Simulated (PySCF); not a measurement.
**Working out the ionisation energy of O**

O [He] 2s2 2p4 (3P) → O⁺ [He] 2s2 2p3 (4S). Computed with PySCF 2.14 in x2c-SVPall, with the spin-free X2C one-electron Hamiltonian (Gaussian nucleus). Frozen: 1s2. Energies in hartree (1 hartree = 27.21139 eV):

| part | O (lower) | O⁺ (upper) |
| --- | --- | --- |
| UHF | -74.771721 | -74.328093 |
| CCSD correlation | -0.116619 | -0.083925 |
| (T) | -0.000831 | -0.000568 |

Q: What does Hartree-Fock give?

A: (-74.328093) − (-74.771721) = 0.443628 hartree = 12.072 eV.

Q: What do CCSD and CCSD(T) give?

A: The CCSD correlation energies differ by 0.032694 hartree = 0.890 eV and the triples by 0.000263 hartree = 0.007 eV, so CCSD gives 12.962 eV and CCSD(T) 12.969 eV.

Measured between the centres of the two terms (NIST): 13.608 eV, so CCSD(T) (valence) is off by -0.639 eV.

A double-zeta basis recovers only part of the correlation energy.

What remains against the reference includes basis incompleteness, the frozen core and higher excitations.
